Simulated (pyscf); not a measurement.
Single points on ωB97X-D3(BJ)/def2-SVP structures (PySCF, gas phase).

**Question.** For the elementary gas-phase step water (H₂O) + H₂N–Ga(OH)–F → HO–Ga(OH)–F + ammonia (NH₃) (singlet surface; H–O, Ga–N broken, Ga–O, H–N formed), what barrier and reaction energy does ωB97M-D3(BJ)/def2-TZVP give, measured from the separated reactants?

**Answer.** ΔE‡ = -44.6 kJ/mol, ΔE = -15.3 kJ/mol. Zero-point energy shifts the barrier by +3.6 kJ/mol. It is a four-centre exchange, with an imaginary mode of 1104i cm⁻¹. On the reactant side the descent ends in an adduct with a Ga–O contact, 78.2 kJ/mol under the separated species and 28.9 kJ/mol under the saddle at ωB97X-D3(BJ)/def2-TZVP. On the product side the descent ends in an adduct with a Ga–N contact, 133.4 kJ/mol under the separated species and 97.8 kJ/mol under the saddle at ωB97X-D3(BJ)/def2-TZVP. At ωB97M-D3(BJ) the saddle lies under the separated reactants, which points to a path from their complex (located at ωB97X-D3(BJ) alone). At ωB97M-D3(BJ) the saddle lies under the separated products, which points to a path from their complex (located at ωB97X-D3(BJ) alone). What is counted as formed (Ga–O) is already present as a longer contact in the reactant adduct; forming that adduct is a step of its own. What is counted as broken (Ga–N) persists as a longer contact in the product adduct; parting that adduct is a step of its own. One saddle was located; it need not be the lowest between these sides. Elements up to Kr have no core potential and no relativistic terms here.
